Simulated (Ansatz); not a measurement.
Computed with Ansatz on PBE0-D4/def2-TZVP structures; ΔE is electronic, products minus reactants. CCSD(T)/CBS is the MP2 limit (def2-TZVPP, def2-QZVPP) plus CCSD(T) − MP2 in def2-TZVPP, frozen cores. This one scheme is used for every species, atoms too. Functionals use def2-TZVPP. No spin–orbit coupling; open shells (•) take unrestricted orbitals. Spin–orbit coupling would lower the free atoms: a little for C, Cl. One conformer a species, not always the lowest.

Consider the atomization: `CCCCCCl` → 5 C• + Cl• + 11 H•.

CCSD(T)/CBS gives +6591.6 kJ/mol.

Another level gave +6615.1 kJ/mol. Which?
A. PBE0/def2-TZVPP
B. LC-ωPBE/def2-TZVPP
C. PBE-D4/def2-TZVPP
D. CCSD(T)/def2-TZVPP

A. PBE0 6615.1, LC-ωPBE 6582.6, CCSD(T)/def2-TZVPP 6452.5, PBE-D4 6710.5 kJ/mol.

Largest T1 diagnostic among the species: 0.009.

From BLYP to BHLYP (50 % exact exchange), in def2-TZVPP and without D4, ΔE moves by −55.9 kJ/mol: exact exchange takes away binding that semilocal exchange gives to molecules. In def2-TZVPP, CCSD(T) changes the Hartree–Fock value by +1459.9 kJ/mol (the triples alone add +78.3 kJ/mol) and MP2 by +1524.7 kJ/mol; breaking electron pairs costs correlation energy, which Hartree–Fock lacks.

For atomizations the MP2-based limit and the directly extrapolated one differ by several kJ/mol either way, and by 10 to 25 for some Ge, Se and Sn compounds, so smaller differences from it don't rank the levels.
